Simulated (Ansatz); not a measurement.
Relaxed structures of C$_{2}$H$_{6}$N (charge -1), closed shell (PBE0-D4/def2-TZVPD; forces vanish, vibrations not checked; lower isomers may exist, and structures with a doubtful reference or unclear bonds are left out; Å). Ansatz 0.2.0; basis: def2-TZVPPD; cores frozen in the correlated methods.

Problem. Rank them by CCSD(T) energy, lowest first, and give each one's height above the lowest. Links in brackets join atoms within 1.22 times the sum of their covalent radii (1.1 for two metals). (To be estimated.)
A.
C₂H₆N ([CH2][NH][CH3]), total charge -1
```
9
angstrom
C -0.4766 0.7365 -0.6767
C 0.0154 -0.9994 0.9377
N 0.3951 -0.3500 -0.3133
H -1.4911 0.3456 -0.8136
H -0.1383 1.2069 -1.6189
H -0.5557 1.5380 0.0884
H 1.3529 0.0121 -0.3310
H 0.4828 -0.5036 1.8165
H 0.3584 -2.0468 0.9317
```
B.
C₂H₆N ([CH2][CH2][NH2]), total charge -1
```
9
angstrom
C -0.4103 0.6351 -0.5496
C 0.2683 -0.6851 -0.4369
N 0.4591 -1.2223 0.9615
H -1.2841 0.6396 -1.2099
H 0.2521 1.4717 -0.8015
H -0.2983 -1.4713 -0.9600
H 1.2899 -0.7152 -0.8641
H -0.4424 -1.0317 1.4027
H 1.0516 -0.5317 1.4220
```
C.
C₂H₆N ([CH3][CH][NH2]), total charge -1
```
9
angstrom
C -0.4734 0.7229 -0.6592
C 0.4097 -0.4669 -0.4148
N 0.0221 -1.0426 0.8824
H -1.5263 0.4397 -0.8035
H -0.1561 1.2781 -1.5523
H -0.4913 1.4755 0.1905
H 1.4539 -0.0890 -0.3817
H 0.2323 -0.4168 1.6866
H 0.5292 -1.9008 1.0520
```

Solution. By the calculation: B (0.000 eV), C (0.355 eV), A (0.616 eV). Heights count from the lowest.

The T1 diagnostic stays at or below 0.017.

For scale, one of the runs: CCSD(T)/def2-TZVPPD, 213 basis functions, launched by `ansatz run in.yaml --threads 2 --pin off --events-out ev --progress --plain --max-ram 4352MiB`. The run took 66 s on 2 CPU threads of an Arm Neoverse V2 (shared host), with 3.2 GiB of host memory at its peak.
